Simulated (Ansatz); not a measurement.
We consider rock-salt HfN, described by PBE0 (PAW; Ansatz, a quantum-chemistry and plane-wave program).

From the output:

```
WARN output.stress: scf.exx.energy_threshold = 1e-6 eV is looser than the 2e-8 eV advised for a stress under a hybrid functional (1e-8 eV for each atom of the …
Crystal: 2 atoms, lattice volume = 21.956 Å³
Basis set: ecut = 460 eV, 531 PW (Γ), exchange–correlation on 48×48×48 points (8 copies of the dense FFT grid, shifted against one another)
Bands: 20, of which v1, the nominal top of the filled ones, is band 16 counted from 1 (15 counted from 0)
Symmetry: 48 space group operations
Space group: Fm-3m (ITA 225), of the structure as read, at distance tolerance 2.8e-5 Å
k-points: 47 of 1000
Functional: x = pbe(κ = 0.804, μ = 0.2195149727645171), c = pbe(β = 0.06672455060314922), warm-up for x = 0.75 pbe(κ = 0.804, μ = 0.2195149727645171) + 0.25 exact, c = pbe(β = 0.06672455060314922)
SCF iter   1: F=—  HF=-16108.596878 eV  |F-HF|=—  |Δ(HF+E_count)|=         —  Δρ=3.69e-3  dr2=2.85e-3
SCF iter   2: F=—  HF=-16108.596554 eV  |F-HF|=—  |Δ(HF+E_count)|=   3.24e-4  Δρ=1.19e-3  dr2=2.27e-4
  ...
SCF 1 converged in 8 iterations: F = -16108.596444 eV  dr2 = 2.84e-11
Crystal: 2 atoms, lattice volume = 21.956 Å³
Initial density: handed on by an earlier stage of this run
Functional: x = 0.75 pbe(κ = 0.804, μ = 0.2195149727645171) + 0.25 exact, c = pbe(β = 0.06672455060314922)
SCF 2 converged in 9 iterations: F = -16106.572745 eV  dr2 = 2.56e-11
Crystal: 2 atoms, lattice volume = 21.956 Å³
Crystal: 2 atoms, lattice volume = 21.956 Å³
Crystal: 2 atoms, lattice volume = 21.956 Å³
SCF 5 converged in 4 iterations: F = -16106.586315 eV  dr2 = 1.75e-10
Crystal: 2 atoms, lattice volume = 21.956 Å³
Crystal: 2 atoms, lattice volume = 21.956 Å³
SCF 7 converged in 4 iterations: F = -16106.586315 eV  dr2 = 5.12e-11
Crystal: 2 atoms, lattice volume = 21.956 Å³
Crystal: 2 atoms, lattice volume = 21.956 Å³
SCF iter   4: F=—  HF=-16106.586315 eV  |F-HF|=—  |Δ(HF+E_count)|=   3.74e-9  Δρ=1.23e-6  dr2=3.42e-10
SCF iter   5: F=-16106.586315 eV  HF=-16106.586315 eV  |F-HF|=1.46e-11  |Δ(HF+E_count)|=  1.04e-10  Δρ=1.33e-7  dr2=3.80e-12
SCF 9 converged in 5 iterations: F = -16106.586315 eV  dr2 = 3.80e-12
Free energy (F): -16106.586315 eV
Internal energy: -16106.584461 eV  (E = F + TS)
E sigma→0 (E₀):  -16106.585388 eV
Fermi energy:    25.378892 eV
--- Forces (eV/Å), atoms counted from 1 ---
  atom   1  Hf    -0.00000000     0.00000000    -0.00000000
  atom   2  N      0.00000000    -0.00000000    -0.00000000
--- Stress (GPa, compression-positive) ---
       16.283370       0.000000      -0.000000
        0.000000      16.283370      -0.000000
        0.000000      -0.000000      16.283370
  P = ⅓ Tr σ = 16.2834 GPa (162.834 kbar)
```

Question: Write an input file that could have produced this run (the log leaves some choices open).

Answer: This is not unique; one that fits is 
Ansatz 0.2 input:
```yaml
crystal:
  lattice:
    - [0.0, 2.2224941973, 2.2224941973]
    - [2.2224941973, 0.0, 2.2224941973]
    - [2.2224941973, 2.2224941973, 0.0]
  atoms:
    - { symbol: Hf, position: [0.0, 0.0, 0.0] }
    - { symbol: N, position: [0.5, 0.5, 0.5] }
basis:
  ecutwfc: 460
  ecutrho_ratio: 4
  xc_grid: 2
kpoints:
  mp_grid: { grid: [10, 10, 10] }
hamiltonian:
  xc: pbe0
  dispersion: none
  pseudopotentials: { kind: paw }
scf:
  occupations: { method: fermi_dirac, width: 0.05 }
  convergence: { dr2_threshold: 0.0000000002 }
output:
  forces: true
  stress: true
  eigenvalues: true
```

The cell is one volume of an energy–volume scan, off the minimum.

The PAW data were made under PBE.

Note: the run warned that the count of filled bands differs between k points.

The result took very roughly 8 core-minutes.
